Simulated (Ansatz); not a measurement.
Two shapes of doublet CHO.

Shape 1:

```xyz
3

C     0.0000    0.0000    0.0000
H     0.0000    2.3460   -1.6065
O     0.0000    0.0000    1.1760
```

Shape 2:

```xyz
3

C     0.0000    0.0000    0.0000
H     0.0000    0.9660   -0.6615
O     0.0000    0.0000    1.1760
```

Basis set: cc-pVDZ (spherical functions). Left uncorrelated: 2 orbitals. Correlation on ROHF uses semicanonical orbitals with singles. Charge 0, multiplicity 2.

Computed with Ansatz (development build ahead of 0.2.0); the reference of a correlated method needn't be the lowest determinant of its kind.

(1) Which shape is lower in energy, and by how much in each method?

Answers

(1)

| method | E(2) − E(1) (eV) |
| --- | --- |
| ROHF-CCSD | -0.691 |
| UHF-CCSD | -0.697 |
| ROHF-CCSD(T) | -0.659 |
| UHF-CCSD(T) | -0.658 |

Shape 2 is lower. Caution: the reference determinant was not shown to be the lowest.
